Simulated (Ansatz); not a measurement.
Density of states of GaPt (P2_13, a = 4.903 Å, b = 4.903 Å, c = 4.903 Å, α = 90.00°, β = 90.00°, γ = 90.00°), in states per eV and primitive cell, averaged over bins of 0.3 eV. All numbers below come from Ansatz, DFT PBEsol, scalar-relativistic, plane waves, PAW.

Settings: cutoff 420 eV, Γ-centred mesh 8×8×8 on the computed 8-atom cell, Gaussian smearing of 0.10 eV; no spin polarisation.

The cell is relaxed at this level. The states (both spins) are summed by tetrahedra on a 12×12×12 mesh at the self-consistent density. Energies are bin centres; the table starts no lower than −8 eV and ends at 6 eV, or lower where the solved bands end.

It is a metal at this level.

```tsv
E − E_F (eV)	total	Pt 5d	Ga 4p	Ga 4s	Pt 6s
-7.90	3.47	0.98	0.86	1.28	0.28
-7.60	3.25	1.20	0.62	1.22	0.15
-7.30	3.58	1.60	0.47	1.28	0.16
-7.00	1.67	0.85	0.14	0.57	0.08
-6.70	1.14	0.38	0.43	0.14	0.15
-6.40	2.35	1.02	0.78	0.24	0.26
-6.10	5.01	2.70	1.42	0.34	0.45
-5.80	4.18	2.41	1.13	0.23	0.35
-5.50	3.93	2.47	0.93	0.14	0.32
-5.20	7.06	5.13	1.34	0.15	0.34
-4.90	8.54	6.84	1.26	0.15	0.17
-4.60	14.28	12.39	1.29	0.19	0.20
-4.30	8.79	7.47	0.96	0.14	0.08
-4.00	6.79	5.59	0.92	0.09	0.09
-3.70	9.70	7.96	1.35	0.15	0.10
-3.40	10.33	8.49	1.32	0.18	0.18
-3.10	9.12	7.74	0.92	0.20	0.13
-2.80	8.66	7.56	0.73	0.16	0.09
-2.50	11.92	10.33	1.06	0.24	0.11
-2.20	7.53	6.42	0.74	0.14	0.11
-1.90	5.80	4.97	0.50	0.12	0.11
-1.60	5.40	4.33	0.67	0.16	0.13
-1.30	3.13	2.17	0.66	0.14	0.08
-1.00	3.51	2.23	0.85	0.15	0.19
-0.70	3.64	1.98	1.06	0.29	0.18
-0.40	3.86	1.83	1.29	0.39	0.18
-0.10	2.34	1.00	0.88	0.24	0.10
0.20	0.77	0.40	0.22	0.09	0.03
0.50	0.91	0.47	0.24	0.15	0.03
0.80	1.46	0.65	0.43	0.29	0.05
1.10	2.42	0.90	0.83	0.48	0.11
1.40	2.97	0.98	1.06	0.50	0.32
1.70	1.82	0.57	0.57	0.42	0.19
2.00	2.50	0.78	0.60	0.80	0.24
2.30	3.13	0.79	0.86	0.91	0.45
2.60	4.42	0.94	1.27	1.29	0.74
2.90	3.33	0.62	1.10	0.90	0.54
3.20	2.70	0.45	1.06	0.59	0.45
3.50	3.87	0.56	1.57	0.70	0.77
3.80	3.81	0.48	1.65	0.61	0.77
4.10	3.22	0.37	1.47	0.47	0.63
4.40	3.02	0.33	1.39	0.43	0.57
4.70	2.78	0.28	1.34	0.32	0.52
5.00	3.49	0.32	1.75	0.34	0.65
5.30	2.98	0.26	1.61	0.24	0.46
5.60	3.81	0.31	2.18	0.24	0.50
```

The columns after the total are the main Löwdin projections on the occupied valence shells of the potentials; 3 others are left out. The rest of the total lies in those, in shells that are empty in the free atom, which aren't projected, and between the atoms.

Spin-orbit coupling is left out, which matters for the bands of heavy elements.

Whether GaPt exists in this form wasn't checked.